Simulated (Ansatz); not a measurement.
## Molecular dynamics of AlH5N2

Input file:

```yaml
crystal:
  periodic: [false, false, false]
  atoms:
    - { symbol: Al, position_ang: [-0.002649, 0.036943, -0.057489] }
    - { symbol: H, position_ang: [-0.009757, 0.134823, 1.518607] }
    - { symbol: "N", position_ang: [1.540553, 0.106906, -0.937079] }
    - { symbol: H, position_ang: [1.670299, 0.048727, -1.942319] }
    - { symbol: H, position_ang: [2.442738, 0.218156, -0.484573] }
    - { symbol: "N", position_ang: [-1.537986, -0.141807, -0.935341] }
    - { symbol: H, position_ang: [-2.444283, -0.195546, -0.480618] }
    - { symbol: H, position_ang: [-1.658915, -0.208202, -1.941188] }
basis:
  gaussian: { orbitals: def2-SVP }
hamiltonian:
  xc: b3lyp
  dispersion: d4
md:
  timestep: 1.0
  n_steps: 150
  ensemble: nvt_nose_hoover
  temperature: 400.0
  initial_velocities: maxwell_boltzmann
  seed: 458404
  nose_hoover: { tau: 20.0, chain_length: 5 }
```

Launched with:

```bash
$ ansatz run input.yaml --threads 1 --pin off --max-ram 2048MiB --backend cpu --events-out ev --progress --plain --runs-dir out
```

It starts from a relaxed structure.

Output, in part (step lines, the closing report, with atoms numbered from 0):

```
md step     0: t =     0.00 fs  T =   400.0 K  F+E_penalty+E_count = -9656.64494907 eV  E_kin = 0.310224 eV  conserved = -9656.33472508 eV  (24 SCF iters)
[... lines left out ...]
Total energy: -9656.48887897 eV, -354.8694208990 hartree
Atom 0 at    -0.002121     0.030238    -0.020702 Å, force    -0.036914     0.353672    -0.092177 eV/Å
Atom 1 at     0.057411     0.314839     1.587315 Å, force    -0.149992    -0.277852    -0.649138 eV/Å
Atom 2 at     1.521439     0.126922    -0.961302 Å, force     0.187476    -0.163342    -0.392177 eV/Å
Atom 3 at     1.551833     0.122382    -2.004131 Å, force     0.246308    -0.059061     1.201257 eV/Å
Atom 4 at     2.454998     0.049709    -0.525993 Å, force    -0.599476     0.125097    -0.591495 eV/Å
Atom 5 at    -1.521389    -0.156048    -0.975325 Å, force    -0.866599     0.143722     2.031717 eV/Å
Atom 6 at    -2.471626    -0.146667    -0.505442 Å, force     1.479183    -0.037307    -1.064160 eV/Å
Atom 7 at    -1.571681    -0.243071    -1.974322 Å, force    -0.259985    -0.084929    -0.443827 eV/Å
Dipole moment:    -0.026620    -0.101165    -0.259236 e Å
```

The steps, from the saved trajectory:

```csv
time (fs),T (K),potential energy less start (eV),conserved less start (meV/atom)
0,400,0.000,0.00
5,307,0.080,0.43
10,263,0.131,1.00
15,169,0.230,1.51
20,153,0.289,2.89
25,203,0.310,3.45
30,224,0.337,2.96
35,283,0.322,2.51
40,311,0.310,1.47
45,457,0.211,0.47
50,440,0.250,1.04
55,519,0.223,1.07
60,392,0.360,2.18
65,362,0.434,4.32
70,268,0.543,5.14
75,348,0.507,5.48
80,332,0.531,5.18
85,557,0.337,2.64
90,650,0.240,1.96
95,658,0.183,1.35
100,579,0.162,0.88
105,365,0.259,1.21
110,290,0.269,1.79
115,129,0.373,2.71
120,197,0.311,3.19
125,150,0.345,3.27
130,270,0.247,1.98
135,274,0.249,1.62
140,351,0.198,1.02
145,428,0.154,0.54
150,463,0.156,1.23
```

The run went to its last step. The conserved energy wandered by up to 5.9 meV per atom (net 1.2 meV per atom), which is poor conservation. A run of 0.15 ps of so small a system gives no equilibrium averages.

The same pairs are bonded in the first frame and the last. Pairs count as bonded within 1.25 times the sum of covalent radii (0.12 Å more for H–H).

Last frame:

```xyz
8
Properties=species:S:1:pos:R:3
Al -0.002 0.030 -0.021
H 0.057 0.315 1.587
N 1.521 0.127 -0.961
H 1.552 0.122 -2.004
H 2.455 0.050 -0.526
N -1.521 -0.156 -0.975
H -2.472 -0.147 -0.505
H -1.572 -0.243 -1.974
```

The run took 4.7 min on 1 thread of Arm Neoverse V1, with other jobs on the host, peak memory 0.12 GiB.
